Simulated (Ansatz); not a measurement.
α-N2 was calculated with HSE06 (Ansatz, an electronic-structure program, plane waves, PAW).

Settings: plane-wave cutoff 460 eV, 4×4×4 k mesh, Fermi–Dirac smearing 0.01 eV, scalar-relativistic PAW data made under PBE.

Cell (measured lattice):

Space group Pa-3 (No. 205); a = b = c = 5.6670 Å, α = β = γ = 90.00°

```
atom  site  symmetry       x       y       z
----  ----  --------  ------  ------  ------
N       8c       .3.  0.0557  0.0557  0.0557
```

Question: Predict the band gap and smallest direct gap on the k points sampled.

Answer: 
- band gap = 9.82 eV (on the SCF k mesh) (indirect)
- smallest direct gap on the k points sampled = 9.84 eV

Note: cell and atoms aren't relaxed at this level (largest force component 0.46 eV/Å, pressure -0.6 GPa).

Static lattice: no zero-point or thermal effects.

Computing time: very roughly 2.6 core-minutes.
